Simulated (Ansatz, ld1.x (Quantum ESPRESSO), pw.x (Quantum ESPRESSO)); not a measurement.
**pw.x on bcc Rb: one setting changed**

Potential: PAW, ld1.x (Quantum ESPRESSO) 7.5, PBEsol; core [Ar] 3d10, reference 4s2 4p6 5s1 5p0; waves: 4s (bound): rcut 1.90, rcutus 2.10 bohr; 5s (bound): rcut 1.90, rcutus 2.10 bohr; 4p (bound): rcut 2.65, rcutus 3.35 bohr; 5p (bound, empty): rcut 2.65, rcutus 3.35 bohr; 4d channel at 0.2 Ry: rcut 2.45, rcutus 3.20 bohr; 4d channel at 1.05 Ry: rcut 2.45, rcutus 3.20 bohr; 4f channel at 0.25 Ry: rcut 2.50, rcutus 2.80 bohr; local part: all-electron potential smoothed inside 3.30 bohr (lloc = -1); core correction: Bessel-smoothed model core inside 1.65 bohr; augmentation: PSQ, inside the norm-conserving radii.

The reference run (k-mesh 8³, cutoffs 40/320 Ry, Fermi–Dirac 0.01 Ry, mixing_beta 0.4, conv_thr 1e-9, no spin) gives -0.01 GPa at 86.891 Å³/atom, where all-electron LAPW gives -0.00 GPa. This run, with its own iteration cap, changes smearing to mp.

```
&control
  calculation='scf', prefix='x', pseudo_dir='./', outdir='./tmp', tstress=.true., disk_io='none'
/
&system
  ibrav=0, nat=1, ntyp=1, ecutwfc=40, ecutrho=320, nbnd=12,
  occupations='smearing', smearing='mp', degauss=0.01
/
&electrons
  conv_thr=1e-09, mixing_beta=0.4, electron_maxstep=60
/
ATOMIC_SPECIES
Rb 1.0 Rb.UPF
CELL_PARAMETERS angstrom
  -2.79021885 2.79021885 2.79021885
  2.79021885 -2.79021885 2.79021885
  2.79021885 2.79021885 -2.79021885
ATOMIC_POSITIONS crystal
Rb 0.0000 0.0000 0.0000
K_POINTS automatic
8 8 8 0 0 0
```

```bash
pw.x < Rb.scf.in > Rb.scf.out
```

How does the run end?

It converges in 11 iterations; the free energy moves by +32.5 meV/atom and the pressure by +0.00 GPa. This scheme is built to cancel the term in the square of the width that Fermi–Dirac smearing leaves in the F of a metal.

```
Message from routine setup:
     using ibrav=0 with symmetry is DISCOURAGED, use correct ibrav instead
     lattice parameter (alat)  =       9.1327  a.u.
     unit-cell volume          =     586.3695 (a.u.)^3
     number of electrons       =         9.00
     number of Kohn-Sham states=           12
     kinetic-energy cutoff     =      40.0000  Ry
     charge density cutoff     =     320.0000  Ry
     scf convergence threshold =      1.0E-09
     Exchange-correlation= SLA  PW   PSX  PSC
     number of k points=    29  Methfessel-Paxton smearing, width (Ry)=  0.0100
     iteration #  1     ecut=    40.00 Ry     beta= 0.40
     total energy              =    -236.15939992 Ry
     estimated scf accuracy    <       0.00351570 Ry
     iteration #  2     ecut=    40.00 Ry     beta= 0.40
     total energy              =    -236.15918837 Ry
     estimated scf accuracy    <       0.00085069 Ry
     iteration #  3     ecut=    40.00 Ry     beta= 0.40
     total energy              =    -236.15932741 Ry
     estimated scf accuracy    <       0.00004477 Ry
     iteration #  4     ecut=    40.00 Ry     beta= 0.40
     total energy              =    -236.15933165 Ry
     estimated scf accuracy    <       0.00001042 Ry
     iteration #  5     ecut=    40.00 Ry     beta= 0.40
     total energy              =    -236.15933336 Ry
     estimated scf accuracy    <       0.00000073 Ry
     iteration #  6     ecut=    40.00 Ry     beta= 0.40
     total energy              =    -236.15933349 Ry
     estimated scf accuracy    <       0.00000166 Ry
     iteration #  7     ecut=    40.00 Ry     beta= 0.40
     total energy              =    -236.15933367 Ry
     estimated scf accuracy    <          1.4E-09 Ry
     iteration #  8     ecut=    40.00 Ry     beta= 0.40
     total energy              =    -236.15933370 Ry
     estimated scf accuracy    <       0.00000004 Ry
     iteration #  9     ecut=    40.00 Ry     beta= 0.40
     total energy              =    -236.15933369 Ry
     estimated scf accuracy    <       0.00000001 Ry
     iteration # 10     ecut=    40.00 Ry     beta= 0.40
     total energy              =    -236.15933369 Ry
     estimated scf accuracy    <          3.1E-09 Ry
     iteration # 11     ecut=    40.00 Ry     beta= 0.40
     the Fermi energy is     2.0695 ev
!    total energy              =    -236.15933369 Ry
     estimated scf accuracy    <          3.3E-11 Ry
     smearing contrib. (-TS)   =      -0.00020489 Ry
     convergence has been achieved in  11 iterations
          total   stress  (Ry/bohr**3)                   (kbar)     P=       -0.12
     Message from routine punch:
     Nothing written, as per user request (disk_io='none')
```

The run took about 65 s on one core of a shared server CPU.
